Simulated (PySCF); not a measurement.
# [NO2]− (SMILES O=N[O-]) at MP2/STO-3G

Aim: the vertical ionisation energy of [NO2]− at MP2/STO-3G, from 2 runs. The job is set up through a Python script.

The results are computed with PySCF 2.14.0.

24 further runs of the same task are left out: 10 that didn't finish, 14 set aside as unsound or not needed.

## (1) The molecule

[NO2]− has 3 atoms, charge -1, and is taken as a singlet. As SMILES, `O=N[O-]`. The shape is that of a PBE0-D4/def2-TZVPD optimisation.

Bond lengths: O1–N2 1.245 Å, N2–O3 1.245 Å. Angles: O1–N2–O3 116.8°.

## (2) The energy at MP2/STO-3G

job.py reads:

```python
from pyscf import gto, mp

molecule = gto.M(
    atom=[
    ('O', (0.322840, 0.992650, 0.287620)),
    ('N', (0.325750, -0.245400, 0.151990)),
    ('O', (-0.648590, -0.747260, -0.439610)),
],
    basis='sto-3g',
    charge=-1,
    verbose=3,
    max_memory=1860,
    spin=0,
)

hf = molecule.RHF()
hf.conv_tol = 1e-10
hf.kernel()
if not hf.converged:
    hf = hf.newton().run(hf.mo_coeff, hf.mo_occ)

pt = mp.MP2(hf, frozen=3).run()
energy = pt.e_tot
print('Final energy', energy)
```

Launch:

```bash
$ OMP_NUM_THREADS=1 python job.py
```

The log of the run:

```text
converged SCF energy = -201.15577243744
E(RMP2) = -201.304206086682  E_corr = -0.148433649242818
E(SCS-RMP2) = -201.304950541554  E_corr = -0.149178104114638
Final energy -201.30420608668237
```

It took 0.83 s on 1 thread of Arm Neoverse V1, shared host; peak memory 0.12 GiB.

## (3) Doublet neutral NO2 at the same level

input.py reads:

```python
from pyscf import gto, mp

mol = gto.M(
    atom='''
O      0.610079     1.875837     0.543523
N      0.615578    -0.463739     0.287219
O     -1.225657    -1.412117    -0.830743
''',
    unit='bohr',
    basis='sto-3g',
    verbose=3,
    spin=1,
    max_memory=1860,
)

myscf = mol.UHF()
myscf.conv_tol = 1e-10
myscf.kernel()
if not myscf.converged:
    myscf = myscf.newton().run(myscf.mo_coeff, myscf.mo_occ)

pt = mp.MP2(myscf, frozen=3).run()
energy = pt.e_tot
print('E = %.10f Eh' % energy)
```

Launch:

```bash
$ OMP_NUM_THREADS=1 python input.py
```

The log of the run:

```text
converged SCF energy = -201.272291314795  <S^2> = 0.77505278  2S+1 = 2.0248978
E(UMP2) = -201.485890910611  E_corr = -0.213599595816637
E(SCS-UMP2) = -201.474707529731  E_corr = -0.20241621493658
E = -201.4858909106 Eh
```

It took 0.87 s on 1 thread of Arm Neoverse V1, shared host; peak memory 0.12 GiB.

## (4) Outcome

At MP2/STO-3G, 3 core orbitals frozen:

| quantity | value |
| --- | --- |
| singlet [NO2]−: total energy | -201.30421 Eh |
| singlet [NO2]−: HOMO energy (Hartree–Fock orbitals) | 2.84 eV |
| singlet [NO2]−: LUMO energy (Hartree–Fock orbitals) | 17.57 eV |
| singlet [NO2]−: HOMO–LUMO gap (to an unbound level, set by the basis) | 14.73 eV |
| singlet [NO2]−: correlation energy (3 core orbitals frozen) | -148.4 mEh |
| doublet neutral NO2: total energy | -201.48589 Eh |
| doublet neutral NO2: dipole moment (Hartree–Fock density) | 0.39 D |
| doublet neutral NO2: HOMO energy (Hartree–Fock orbitals) (highest over α and β) | -8.72 eV |
| doublet neutral NO2: LUMO energy (Hartree–Fock orbitals) (lowest over α and β) | 3.56 eV |
| doublet neutral NO2: correlation energy (3 core orbitals frozen) | -213.6 mEh |
| doublet neutral NO2: ⟨S²⟩ of the reference determinant | 0.775 |
| vertical detachment energy (to the doublet neutral) | -4.944 eV |

In words: The species is unbound against losing an electron at this level, by 4.94 eV (−477 kJ/mol); missing correlation or diffuse functions can give that sign where the real anion is bound. In a minimal basis such a difference can be off by several eV, whatever the method. The HOMO (singlet [NO2]−) lies at positive energy, 2.84 eV: the electron is unbound at this level or held by a compact basis; values depend on the basis.
